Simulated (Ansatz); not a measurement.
# The boron atom: how energies converge with the basis set

One table from this session's results is given with a row withheld; the runs are named, their logs left out.

Method: one geometry, several basis sets; program: Ansatz 0.2.0, Gaussian basis.

The runs, in order: PBE0/def2-SVP; ωB97M-V/def2-SVP; PBE0/def2-QZVPP; ωB97M-V/def2-QZVPP; CCSD(T)/cc-pV(D+d)Z; CCSD(T)/cc-pV(T+d)Z; CCSD(T)/cc-pV(Q+d)Z; the functionals' def2-TZVPP values are taken from earlier runs.

6 further runs of the same task are left out: 6 set aside as unsound or not needed.

### The atom

SMILES `[B]`, 1 atom, charge 0, spin multiplicity 2.

The first run:

in.yaml reads:

```yaml
crystal:
  periodic: [false, false, false]
  atoms:
    - {symbol: B, position_ang: [0.000000, 0.000000, 0.000000]}
basis:
  gaussian: {orbitals: def2-SVP}
magnetization: {spin_polarized: true, initial_magnetization: 1}
hamiltonian: {xc: pbe0}
output: {orbitals: {seedname: orbitals}}
```

Steps of the session up to this table: PBE0 in def2-SVP; ωB97M-V in def2-SVP; PBE0 in def2-QZVPP; ωB97M-V in def2-QZVPP.

One table of the session follows, with a row left open; its other results are not shown here.

It belongs to the step «Density functionals: the series». 

| functional | basis | HOMO (eV) | LUMO (eV) |
| --- | --- | --- | --- |
| PBE0 | def2-SVP | -5.38 | -2.43 |
| PBE0 | def2-TZVPP | ? | ? |
| PBE0 | def2-QZVPP | -5.37 | -2.45 |
| ωB97M-V | def2-SVP | -7.15 | -0.24 |
| ωB97M-V | def2-TZVPP | -7.18 | -0.39 |
| ωB97M-V | def2-QZVPP | -7.19 | -0.45 |

Q: Estimate the row for PBE0, def2-TZVPP from the others.

As computed: HOMO (eV): -5.36; LUMO (eV): -2.44. In the column «HOMO (eV)» it is the highest.
